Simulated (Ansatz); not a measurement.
Results of RPBE (plane waves, PAW; Ansatz, a quantum-chemistry and plane-wave program) for rutile MnO₂.

Run with plane-wave cutoff 520 eV, 8×8×12 k mesh (along the axes of the cell as run), Fermi–Dirac smearing 0.01 eV, spin-polarised with opposed moments, scalar-relativistic PAW data made under PBE.

Cell (relaxed at this level):

```
MnO2
1.0
    4.46652     0.00001     0.00000
    0.00001     4.46652     0.00000
    0.00000     0.00000     2.89931
Mn O
2 4
Cartesian
  0.00000   0.00000   0.00000
  2.23327   2.23327   1.44966
  1.36274   1.36274   0.00000
  3.59600   0.87053   1.44966
  0.87053   3.59600   1.44966
  3.10379   3.10379   0.00000
```
Starting moments (μB, in the order of the record's atoms Mn Mn O O O O): 3.0 -3.0 0.0 0.0 0.0 0.0.

Give the computed bulk modulus, magnetic moment (largest site, within a sphere) and pressure derivative B′ of the bulk modulus.


- bulk modulus = 204 GPa
- magnetic moment (largest site, within a sphere) = 2.31 μB
- pressure derivative B′ of the bulk modulus = 5.0

The run finds no gap.

Note: the gap of the solid is closed in this run; the collinear magnetic order is the start's and need not be the measured one; this level leaves the solid without a gap, although one is measured; the bulk modulus comes from volumes at which shape and atoms were relaxed.

Moments are spin moments.

Computing time: about 23 core-minutes (a rough figure).
